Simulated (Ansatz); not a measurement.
Chalcopyrite CdGeAs2, treated with PBEsol (Ansatz, a first-principles code, plane waves, PAW).

Run with plane-wave cutoff 520 eV, 8×8×8 k mesh, Fermi–Dirac smearing 0.01 eV, scalar-relativistic PAW data made under PBE.

Computed at the level's own relaxed cell.

Problem. What does this level give for the equilibrium volume per atom, pressure derivative B′ of the bulk modulus and lattice parameter a?

Solution. 
* **equilibrium volume per atom**: 24.96 Å³/atom
* **pressure derivative B′ of the bulk modulus**: 4.7
* **lattice parameter a**: 5.942 Å

The run finds no gap.

Measured, for comparison: lattice constant a 5.943 Å (298 K, not corrected to a static lattice; as tabulated in Abstract on Scilit: Piezoelectric nonlinear optic CuGaSe2 and CdGeAs2: Crystal …). Computed (rounded) less measured: lattice constant a 0.0 %.

Note: the gap of the solid is closed in this run; this level leaves the solid without a gap, although one is measured; the bulk modulus comes from volumes at which shape and atoms were relaxed.

It cost very roughly 21 core-minutes of CPU time.
